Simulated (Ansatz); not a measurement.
Species: CH$_{2}$Cl, charge 0, doublet. CH2Cl (SMILES [CH2]Cl, doublet).
B3LYP-D3(BJ)/def2-TZVP minimum from Ansatz (a quantum-chemistry and plane-wave program):
```
C
H 1 1.0768
H 1 1.0768 2 124.26
Cl 1 1.6978 2 117.87 3 180.00
```
Charge 0, spin multiplicity 2.

Total energies in cc-pV(T+d)Z, 13 correlated electrons, 6 frozen orbitals. Open shells are spin-unrestricted; no spin-orbit coupling. Cores are frozen in correlated methods. No relativity.

```csv
method,program,energy (Eh),minus CCSDT(Q) (mEh)
HF,Ansatz,-498.51663,385.05
MP2,Ansatz,-498.85374,47.94
CCSD,Ansatz,-498.88552,16.16
CCSD(T),Ansatz,-498.90011,1.58
CCSDT(Q),Ansatz,-498.90168,0.00
```

Rough core times of Ansatz's runs on a shared machine: CCSD(T) under 20 s, CCSDT(Q) 9 min.
